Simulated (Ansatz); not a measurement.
A calculation with Ansatz (development build ahead of 0.2.0).

```yaml
crystal:
  periodic: [false, false, false]
  atoms:
    - { symbol: C, position_ang: [1.46, 0.0, 0.23] }
    - { symbol: C, position_ang: [0.73, 1.2644, -0.23] }
    - { symbol: C, position_ang: [-0.73, 1.2644, 0.23] }
    - { symbol: C, position_ang: [-1.46, 0.0, -0.23] }
    - { symbol: C, position_ang: [-0.73, -1.2644, 0.23] }
    - { symbol: C, position_ang: [0.73, -1.2644, -0.23] }
    - { symbol: H, position_ang: [1.53192, 0.0, 1.31762] }
    - { symbol: H, position_ang: [2.47217, 0.0, -0.1745] }
    - { symbol: H, position_ang: [0.76596, 1.32669, -1.31762] }
    - { symbol: H, position_ang: [1.23608, 2.14096, 0.1745] }
    - { symbol: H, position_ang: [-1.23608, 2.14096, -0.1745] }
    - { symbol: H, position_ang: [-0.76596, 1.32669, 1.31762] }
    - { symbol: H, position_ang: [-1.53192, 0.0, -1.31762] }
    - { symbol: H, position_ang: [-2.47217, 0.0, 0.1745] }
    - { symbol: H, position_ang: [-1.23608, -2.14096, -0.1745] }
    - { symbol: H, position_ang: [-0.76596, -1.32669, 1.31762] }
    - { symbol: H, position_ang: [1.23608, -2.14096, 0.1745] }
    - { symbol: H, position_ang: [0.76596, -1.32669, -1.31762] }
basis:
  gaussian: { orbitals: cc-pVDZ }
hamiltonian:
  xc: hf
correlation:
  method: mp2
  frozen_orbitals: { C: 1, H: 0 }
```

The input is written out in the form of the current development build from the run's settings.

Output:

```
Converged                       : yes
Reference energy                : -234.22310 hartree
Correlation energy              : -0.85626 hartree
Total energy                    : -235.07936 hartree
Spin squared of the determinant : 0.000
```
